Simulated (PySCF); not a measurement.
Geometries of 3 isomers of C2H6Si, from PySCF, PBE0-D3(BJ)/def2-SVP geometry optimisation, gas phase. One conformer each, no zero-point energy, no frequencies.

Question: Which isomer lies lowest at this level?
A.
```xyz
9
angstrom
C      1.520   -0.109   -0.285
C      0.506    0.063    0.570
Si    -1.291    0.052    0.052
H      1.353   -0.279   -1.355
H      2.566   -0.091    0.042
H      0.745    0.225    1.629
H     -2.076   -0.919    0.875
H     -1.385   -0.330   -1.390
H     -1.911    1.401    0.239
```
B.
```xyz
9
angstrom
C     -0.625    0.709    0.181
C     -0.527   -0.743   -0.314
Si     1.110    0.036    0.112
H     -1.091    0.863    1.160
H     -0.934    1.462   -0.552
H     -0.765   -0.920   -1.369
H     -0.937   -1.518    0.342
H      1.790   -0.344    1.376
H      2.007    0.468   -0.988
```
C.
```xyz
9
angstrom
Si    -0.001    0.009   -1.308
C      1.435   -0.012   -0.051
H      1.375   -0.928    0.567
H      1.351    0.837    0.653
H      2.428    0.021   -0.522
C     -1.435    0.011   -0.048
H     -1.380    0.926    0.571
H     -1.345   -0.838    0.655
H     -2.429   -0.026   -0.517
```

Answer: A. That is vinylsilane (`C([SiH3])=C`), 3.9 kcal/mol below the next.

```csv
SMILES,atoms numbered as above,E (Eh),relative (kcal/mol),relative (kJ/mol),dipole (D)
C=C[SiH3],[CH2:1]=[CH:2][SiH3:3],-368.90791,0.0,0.0,0.74
C1C[SiH2]1,[CH2:1]1[CH2:2][SiH2:3]1,-368.90165,3.9,16.4,0.07
C[Si]C,–,-368.89524,8.0,33.3,1.48
```
